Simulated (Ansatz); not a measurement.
# C₂H₂FNS: small, medium and large basis sets

One table from this session's results is given with a row withheld; the runs are named, their logs left out.

Program: Ansatz 0.2.0, Gaussian basis. Level of theory: one geometry, several basis sets. These are calculated values, not measurements.

The runs, in order: PBE0-D4/def2-SVP; ωB97M-V/def2-SVP; PBE0-D4/def2-QZVPP; ωB97M-V/def2-QZVPP; the functionals' def2-TZVPP values are taken from earlier runs.

## The relaxed structure

An earlier PBE0-D4 in a triple-zeta def2 set relaxation fixed the geometry.

7 atoms, charge 0, spin multiplicity 1.

Atoms are counted from 1 here; the program's logs count them from 0.

Bond lengths: F1–C2 1.363 Å, C2–S3 1.769 Å, C2–C4 1.421 Å, C2–N5 1.472 Å, S3–H6 1.345 Å, C4–N5 1.259 Å, C4–H7 1.082 Å. Angles: F1–C2–S3 112.7°, F1–C2–C4 118.2°, F1–C2–N5 113.9°, S3–C2–C4 124.3°, S3–C2–N5 122.6°, C4–C2–N5 51.5°, C2–S3–H6 95.3°, C2–C4–N5 66.3°, C2–C4–H7 153.8°, N5–C4–H7 139.9°, C2–N5–C4 62.1°.

The first run:

The input, in.yaml:

```yaml
crystal:
  periodic: [false, false, false]
  atoms:
    - {symbol: F, position_ang: [-0.920461, -1.323929, 0.173830]}
    - {symbol: C, position_ang: [-0.150031, -0.203723, 0.075852]}
    - {symbol: S, position_ang: [0.372932, 0.406454, 1.652142]}
    - {symbol: C, position_ang: [-0.273793, 0.595721, -1.092413]}
    - {symbol: N, position_ang: [0.718502, -0.178194, -1.112349]}
    - {symbol: H, position_ang: [1.081978, -0.688164, 1.979885]}
    - {symbol: H, position_ang: [-0.768027, 1.323737, -1.722645]}
basis:
  gaussian: {orbitals: def2-SVP}
hamiltonian: {xc: pbe0, dispersion: d4}
output: {orbitals: {seedname: orbitals}}
```

Among the steps run: PBE0-D4 in def2-SVP; ωB97M-V in def2-SVP; PBE0-D4 in def2-QZVPP; ωB97M-V in def2-QZVPP.

One of the session's tables, all rows but one given; the rest of the session is left out.

It belongs to the step «Density functionals: the series». 

```
functional       basis  HOMO (eV)
   PBE0-D4    def2-SVP      -7.42
   PBE0-D4  def2-TZVPP      -7.54
   PBE0-D4  def2-QZVPP      -7.59
   ωB97M-V    def2-SVP          ?
   ωB97M-V  def2-TZVPP      -9.78
   ωB97M-V  def2-QZVPP      -9.83
```

Q: Estimate the row for ωB97M-V, def2-SVP from the others.

The run gave: HOMO (eV): -9.63. In the column «HOMO (eV)» it lies between ωB97M-V, def2-TZVPP (-9.78) and PBE0-D4, def2-QZVPP (-7.59).
